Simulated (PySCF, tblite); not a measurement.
Isomers of C6H5 (doublet state), one GFN2-xTB conformer each. Single-point energies are computed at B3LYP/pcH-1 (PySCF, gas phase, no added dispersion term), electronic only. GFN2-xTB treats the open shell by occupation alone, and not every SCF solution was tested for stability.

| SMILES | GFN2-xTB relative energy (kJ/mol) |
| --- | --- |
| [H]/[C]=C\C=C/C#C | 98.0 |
| C#C/C=C\[C]=C | 0.0 |

Conformers: `[H]/[C:1]=[CH:2]\[CH:3]=[CH:4]/[C:5]#[CH:6]` (doublet state) with C1–C2–C3–C4 180°.

What does B3LYP/pcH-1 give for the same structures?

```tsv
SMILES	B3LYP/pcH-1 E (Eh)	B3LYP/pcH-1 (kJ/mol)	GFN2-xTB (kJ/mol)	point group
C#C/C=C\[C]=C	-231.50325	0.0	0.0	Cs
[H]/[C]=C\C=C/C#C	-231.47463	75.1	98.0	Cs
```

Both levels put the same isomer lowest. 

What happens when harmonic zero-point energies from GFN2-xTB frequencies are added?

| SMILES | ZPE (kJ/mol) | electronic (kJ/mol) | with ZPE (kJ/mol) |
| --- | --- | --- | --- |
| C#C/C=C\[C]=C | 204.1 | 0.0 | 0.0 |
| [H]/[C]=C\C=C/C#C | 205.2 | 75.1 | 76.2 |

The zero-point energies span 1.1 kJ/mol. The order is unchanged.
